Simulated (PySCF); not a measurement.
Isomers of C4H12N2 and their computed core-level spectra.

Level of theory: delta-SCF UKS SCAN, pcX-2 on the ionised atom, pcseg-1 elsewhere, spin-free X2C (PySCF). Geometries: PBE0-D3(BJ)/def2-SVP; isolated species, one conformer each.

Line lists (1s up to Mg, 2p3/2 beyond; areas count atoms within a level, one atom standing for each set equivalent by bonding):
1. C 1s: 290.20 (area 1), 290.54 (area 1), 290.58 (area 1), 290.99 (area 1) eV; N 1s: 405.32 (area 1), 405.58 (area 1) eV
2. C 1s: 290.20 (area 1), 290.30 (area 1), 291.22 (area 2) eV; N 1s: 404.93 eV
3. C 1s: 291.10 (area 1), 291.15 (area 1), 291.36 (area 2) eV; N 1s: 404.59 (area 1), 404.71 (area 1) eV

Structures:
A. `CN(C)CCN`
B. `CC(CN)CN`
C. `CCCCNN`

Task: Match each list to its structure.

Result: 
- 1 = C: no other candidate has these counts of sites. C 1s: 290.20 chain CH2 carbon, 290.54 chain CH2 carbon, 290.58 methyl carbon, 290.99 sp3 carbon bound to nitrogen; N 1s: 405.32 hydrazine nitrogen, 405.58 hydrazine nitrogen.
- 2 = B: no other candidate has these counts of sites. C 1s: 290.20 methyl carbon, 290.30 sp3 CH carbon, 291.22 sp3 carbon bound to nitrogen (×2); N 1s: 404.93 primary amine nitrogen (×2).
- 3 = A: no other candidate has these counts of sites. C 1s: 291.10 sp3 carbon bound to nitrogen, 291.15 sp3 carbon bound to nitrogen, 291.36 N-methyl carbon (×2); N 1s: 404.59 primary amine nitrogen, 404.71 tertiary amine nitrogen.
